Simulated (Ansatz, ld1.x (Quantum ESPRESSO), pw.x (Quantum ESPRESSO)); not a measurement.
# Equation-of-state test of one PAW potential (platinum (Pt))

```
Element                 : platinum
Generator               : ld1.x (Quantum ESPRESSO) 7.5
Type                    : PAW
Functional              : PBEsol
Relativity              : scalar-relativistic
Frozen core             : [Xe] 4f14
Valence charge          : 10
Reference configuration : 5d9 6s1 6p0
Partial waves           : 6s (bound): rcut 2.00, rcutus 2.50 bohr; 6s channel at 2.65 Ry: rcut 2.00, rcutus 2.50 bohr; 6p (bound, empty): rcut 3.20, rcutus 3.70 bohr; 6p channel at 0.85 Ry: rcut 3.20, rcutus 3.70 bohr; 5d (bound): rcut 1.25, rcutus 1.60 bohr; 5d channel at -0.05 Ry: rcut 1.25, rcutus 1.60 bohr
Local potential         : all-electron potential smoothed inside 2.30 bohr (lloc = -1)
Core correction         : Bessel-smoothed model core, default radius (core density twice the valence density)
Augmentation charge     : PSQ, inside the norm-conserving radii
```

Crystal test: fcc Pt in pw.x 7.5, no spin, 14³ k-points, Fermi–Dirac smearing 0.01 Ry, cutoffs 85/680 Ry. The reference is all-electron LAPW (Ansatz 0.2.0) with the same functional, mesh and smearing; V0 and B0 come from Birch–Murnaghan fits to the pressures at five volumes. Errors are pseudo minus all-electron; Δ is the rms difference of the E(V) curves that follow from these fits, minima aligned, over ±6 % about the mean V0. Mesh and smearing are coarse, so the numbers serve the comparison and aren't converged zero-temperature values; the lattice is a test structure that the element need not adopt.

```csv
V (Å³/atom),P all-electron (GPa),P pseudo (GPa)
14.299,17.04,25.23
14.676,7.97,14.90
15.052,0.22,6.08
15.428,-6.39,-1.42
15.805,-12.01,-7.79
```

All-electron: a0 = 3.920 Å (V0 = 15.06 Å³/atom), B0 = 284.6 GPa.

Pseudopotential: mean pressure error (GPa): +6.03; a0 (Å): 3.945; a0 error (%): +0.64; B0 error (%): +2.3; Δ (meV/atom): 18.6. The largest radius (3.70 bohr) exceeds half the bond length (2.62 bohr), so the spheres overlap, which is one possible source of error among others. This is a poor potential for the solid.

Problem. At the middle volume, how do free energy and pressure move when the wave cutoff is lowered (ecutrho held at 680 Ry)?

Solution.

```
cutoff (Ry)  shift of F (meV/atom)  shift of P (GPa)
         38                 +190.5            -15.80
         51                  +48.0             -0.30
         68                   +6.6             -0.71
```

The run at the middle volume (104 k-points, 8 iterations) took about 17 s on one core of a shared host (Neoverse-V2, 32 threads, 247 GiB, load 22).
